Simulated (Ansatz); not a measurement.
# C2H4O2: the cost of one run

The runs use Ansatz 0.2.0, Gaussian basis; cc-pVQZ, core rule «outside noble gas», up to 4 orbitals frozen.

Plan: UHF; CCSD(T) on RHF; BCCD(T) on RHF.

20 further runs of the same task are left out: 2 that didn't finish, 18 set aside as unsound or not needed.

## 1. The geometry

The geometry is an MP2(full)/6-31G* stationary point (not a proven minimum).

8 atoms, charge 0, spin multiplicity 1.

Atoms are counted from 1 here; the program's logs count them from 0.

Bond lengths: C1–O2 1.214 Å, C1–O3 1.345 Å, C1–H4 1.097 Å, O3–C5 1.443 Å, C5–H6 1.087 Å, C5–H7 1.090 Å, C5–H8 1.090 Å. Angles: O2–C1–O3 125.7°, O2–C1–H4 125.1°, O3–C1–H4 109.1°, C1–O3–C5 114.0°, O3–C5–H6 105.1°, O3–C5–H7 110.3°, O3–C5–H8 110.3°, H6–C5–H7 110.9°, H6–C5–H8 110.9°, H7–C5–H8 109.3°.

## 2. UHF

Contents of in.yaml:

```yaml
crystal:
  periodic: [false, false, false]
  atoms:
    - {symbol: C, position_ang: [-0.879518, -0.063269, 0.000000]}
    - {symbol: O, position_ang: [-0.659328, -1.257612, 0.000000]}
    - {symbol: O, position_ang: [0.051691, 0.907438, 0.000000]}
    - {symbol: H, position_ang: [-1.876669, 0.395195, 0.000000]}
    - {symbol: C, position_ang: [1.408590, 0.417884, 0.000000]}
    - {symbol: H, position_ang: [2.031825, 1.308761, 0.000000]}
    - {symbol: H, position_ang: [1.592812, -0.185575, 0.889397]}
    - {symbol: H, position_ang: [1.592812, -0.185575, -0.889397]}
basis:
  gaussian: {orbitals: cc-pVQZ}
magnetization: {spin_polarized: true, initial_magnetization: 0}
hamiltonian: {xc: hf}
output: {orbitals: {seedname: orbitals}}
```

The run is started by

```console
$ ansatz run in.yaml --threads 1 --pin off --events-out ev --progress --plain --max-ram 2560MiB --backend cpu
```

Q: Estimate wall time and peak memory on 1 thread of AMD EPYC 7R13, shared host.

About 53 s, with a peak of 0.77 GiB.
